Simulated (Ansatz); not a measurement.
The input, for Ansatz 0.2.0:

```yaml
crystal:
  periodic: [false, false, false]
  atoms:
    - {symbol: Si, position_ang: [0.002262, 0.003781, -0.045141]}
    - {symbol: H, position_ang: [1.417520, 0.018436, 0.407714]}
    - {symbol: H, position_ang: [-0.718886, 1.223861, 0.401625]}
    - {symbol: H, position_ang: [-0.761668, -1.347658, 0.448482]}
basis:
  gaussian: {orbitals: 6-31G}
magnetization: {spin_polarized: false, initial_magnetization: 5}
correlation: {method: bccd, electrons: outside_noble_gas}
accuracy: high
output: {forces: true}
```

```sh
$ ansatz run in.yaml --threads 1 --pin off --events-out ev --progress --plain --max-ram 2393MiB
```

Question: What does the program do with this input?

Answer: Converged. The settings were drawn as a stress test.
```
413 factors; integrals over basis functions are off by at most 3.4e-9 eV
mean field evaluation 1: about -7889.1967 eV, gradient 1.1e1 eV
mean field evaluation 2: about -7889.2064 eV, gradient 1.1e1 eV
mean field evaluation 4: about -7890.9259 eV, gradient 9.9e-1 eV
mean field evaluation 8: about -7890.9551 eV, gradient 7.5e-3 eV
mean field evaluation 16: about -7890.9551 eV, gradient 1.3e-4 eV
mean field evaluation 32: about -7891.1434 eV, gradient 8.4e-2 eV
mean field evaluation 64: about -7890.9551 eV, gradient 5.8e-2 eV
mean field evaluation 96: about -7891.1466 eV, gradient 9.7e-3 eV
mean field evaluation 128: about -7891.1432 eV, gradient 7.0e-2 eV
mean field evaluation 160: about -7890.9461 eV, gradient 7.2e-2 eV
...
cycle  14  -1.44034327 eV  change   -1.4e-7 eV  update   2.8e-7
cycle  15  -1.44034344 eV  change   -1.7e-7 eV  update   1.2e-7
cycle  16  -1.44034347 eV  change   -2.9e-8 eV  update   4.9e-8
cycle  17  -1.44034345 eV  change    2.3e-8 eV  update   2.8e-8
cycle  18  -1.44034317 eV  change    2.7e-7 eV  update   1.4e-7
cycle  19  -1.44034284 eV  change    3.4e-7 eV  update   8.8e-8
cycle  20  -1.44034278 eV  change    5.8e-8 eV  update   2.2e-8
cycle  21  -1.44034278 eV  change   -2.1e-9 eV  update   6.6e-9
cycle  22  -1.44034278 eV  change    1.5e-9 eV  update   1.6e-9
cycle  23  -1.44034278 eV  change  -2.3e-10 eV  update  8.4e-10
the calculation of the forces begins
Total energy: -7892.39546581 eV, -290.0401837108 hartree
Atom 0 at     0.002262     0.003781    -0.045141 Å, force    -0.650875    -1.188132    -6.843536 eV/Å
Atom 1 at     1.417520     0.018436     0.407714 Å, force     4.602312     2.845908     2.412292 eV/Å
Atom 2 at    -0.718886     1.223861     0.401625 Å, force     0.045998     5.416719     2.399306 eV/Å
Atom 3 at    -0.761668    -1.347658     0.448482 Å, force    -3.997436    -7.074495     2.031938 eV/Å
Dipole moment:     0.118592     0.211869     0.333716 e Å
```
